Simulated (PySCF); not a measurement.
Two structures of CH$_{7}$BO, singlet, reached by relaxing down either side of one saddle point (PBE0-D4/def2-TZVP). Energies are electronic, without zero-point energy. PySCF 2.14 with density fitting (its default auxiliary sets; JK sets also for MP2 and CCSD(T)); basis: def2-TZVPP and def2-QZVPP; cores frozen in the correlated methods. Extrapolation: Hartree–Fock as exp(−7.88 √X), correlation as X^−2.97. First:

| atom | x (Å) | y (Å) | z (Å) |
| --- | --- | --- | --- |
| B1 | -0.4976 | 0.1476 | -1.2454 |
| O2 | 0.6396 | -0.1757 | -0.6161 |
| C3 | 0.6784 | -1.1246 | 0.4307 |
| H4 | -0.4217 | 0.9694 | -2.1116 |
| H5 | -1.5332 | -0.3805 | -0.9342 |
| H6 | -0.2250 | 2.1782 | 1.0533 |
| H7 | -0.8680 | 2.3859 | 1.3706 |
| H8 | 1.3689 | -1.9241 | 0.1566 |
| H9 | 1.0471 | -0.6372 | 1.3355 |
| H10 | -0.3125 | -1.5454 | 0.6214 |

Second:

```
atom    x (Å)    y (Å)    z (Å)
  B1  -0.8500   0.9850  -0.3077
  O2   0.6354   0.3058  -0.1250
  C3   0.6211  -1.0931   0.1827
  H4  -1.2881   0.4271  -1.2838
  H5  -1.4298   0.7209   0.7251
  H6   1.0945   0.7937   0.5669
  H7  -0.5850   2.1539  -0.4538
  H8   1.6475  -1.4514   0.2642
  H9   0.0619  -1.2712   1.1028
 H10   0.1162  -1.5765  -0.6498
```

Which bonds change from the first to the second?

CH₅BO ([BH2][O][CH3]) + H₂ → CH₄O ([CH3][OH]) + BH₃ (still joined by a long B–O bond); bonds formed: B1–H7, O2–H6; bonds broken: H6–H7; bonds weakened to dative contacts: B1–O2.

Give the saddle point's structure and its height above each. (An estimate is asked for; the value comes from the calculation.)

Computed: 39.27 kcal/mol above the first and 26.16 kcal/mol above the second (CCSD(T) at an estimated basis limit (MP2 extrapolated from triple and quadruple zeta, plus CCSD(T) − MP2 in triple zeta)).
B1  (-0.739, 0.798, -0.536)
O2  (0.584, -0.025, -0.529)
C3  (0.618, -1.097, 0.394)
H4  (-0.960, 1.276, -1.608)
H5  (-1.621, 0.308, 0.109)
H6  (0.473, 1.093, 0.052)
H7  (-0.249, 1.794, 0.222)
H8  (1.618, -1.533, 0.373)
H9  (0.394, -0.761, 1.413)
H10  (-0.119, -1.853, 0.111)
(Å)

The T1 diagnostic stays at or below 0.014. The start structure is not quite a true minimum (one mode of 32i cm⁻¹).

Labels in which every atom is bracketed show which atoms are joined, not bond orders.

For scale, one of the runs: CCSD(T)/def2-TZVPP, 191 basis functions, launched by `OMP_NUM_THREADS=4 python run.py`. Time: 3 min of wall clock on 4 CPU threads of a Oxide Virtual Turin-like; the host was shared. Peak host memory: 2 GiB.
